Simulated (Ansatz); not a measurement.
This geometry of BH8NSi (11 atoms, charge 0, multiplicity 1) is a first-order saddle point.

These are results of Ansatz 0.2.0, RKS B3LYP/def2-SVP, not measurements.

```xyz
11
Properties=species:S:1:pos:R:3
B 0.266 1.432 0.243
N 0.521 -0.209 0.453
Si -0.617 -1.219 -0.557
H -0.897 1.616 0.581
H 1.080 1.990 0.963
H 0.449 1.629 -0.951
H 1.500 -0.402 0.224
H 0.422 -0.413 1.451
H -1.515 -0.343 -1.336
H 0.233 -2.060 -1.441
H -1.376 -2.078 0.391
```

(1) Which two structures does it join? (They come from a converged band through this point; their orientation in space is the band's.)

(2) How far does it lie above each of them?

Results:

(1) No bond is made or broken. The dihedral B1–N2–Si3–H9 goes from -61 to 60°. The two ends are copies of one structure, up to a mirror image or an exchange of like atoms.

Initial state:

```xyz
11
Properties=species:S:1:pos:R:3
B 0.436 1.393 0.072
N 0.355 -0.188 0.608
Si -0.659 -1.211 -0.503
H -0.723 1.785 0.054
H 1.134 1.983 0.883
H 0.938 1.328 -1.043
H 1.312 -0.545 0.683
H -0.018 -0.180 1.562
H -2.021 -0.634 -0.503
H -0.007 -1.187 -1.832
H -0.683 -2.601 0.039
```

Final state:

```xyz
11
Properties=species:S:1:pos:R:3
B 0.180 1.410 0.338
N 0.613 -0.205 0.338
Si -0.601 -1.216 -0.564
H -0.919 1.447 0.875
H 1.049 1.984 0.977
H 0.150 1.736 -0.841
H 1.550 -0.280 -0.070
H 0.708 -0.505 1.313
H -0.639 -0.711 -1.955
H -0.134 -2.632 -0.537
H -1.892 -1.084 0.147
```

(2) 0.057 eV above the first and 0.057 eV above the second. This is the barrier of this one path; another mechanism may lie lower.

The run took 2.8 min on 1 thread of Arm Neoverse V1, with other jobs on the host, peak memory 0.16 GiB.
